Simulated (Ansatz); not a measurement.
Energy needed to pull apart C₂H₂OS (SMILES O=C=CS), closed shell, into free ground-state atoms, from the structure below (displaced at random from its PBE0-D4/def2-TZVP minimum); no zero-point or spin–orbit terms; open-shell atoms are treated unrestricted, in their ground-state multiplicity.

O1  (-0.555, -2.177, 0.163)
C2  (0.094, -1.060, 0.198)
C3  (0.587, 0.278, -0.030)
S4  (-0.357, 1.379, -0.850)
H5  (1.368, 0.101, 0.244)
H6  (-0.835, 1.927, 0.338)
(Å)

Computed with Ansatz 0.2.0 (basis: def2-TZVPP); correlated methods freeze the cores.

| method | atomization energy (kJ/mol) |
| --- | --- |
| PBE-D4 | ? |
| r2SCAN-D4 | 2168 |
| PBE0-D4 | 2158 |
| wB97M-V | ? |
| HF | 1253 |
| MP2 | 2157 |
| CCSD | 1981 |
| CCSD(T) | 2061 |

Problem. What does wB97M-V give? (An estimate is asked for; the value comes from the calculation.)

Solution. By the calculation: 2146 kJ/mol, which is about 86 kJ/mol more than CCSD(T)/def2-TZVPP.

Problem. What does PBE-D4 give? (To be estimated.)

Solution. The calculation gives: 2285 kJ/mol, which is about 224 kJ/mol more than CCSD(T)/def2-TZVPP.

In triple zeta the MP2 and coupled-cluster atomization energies are still short of their basis limit by a few kcal/mol a bond, whereas those of the functionals are nearly converged, so these differences are not deviations from converged CCSD(T).

No T1 diagnostic of these runs exceeds 0.022. The restricted Hartree–Fock reference is unstable towards an unrestricted one here.

For scale, one of the runs: CCSD(T)/def2-TZVPP forces, 163 basis functions (an equivalent command: `ansatz run in.yaml --threads 2`). The run took 3.5 min on 2 CPU threads (shared host), with 2.2 GiB of host memory at its peak.
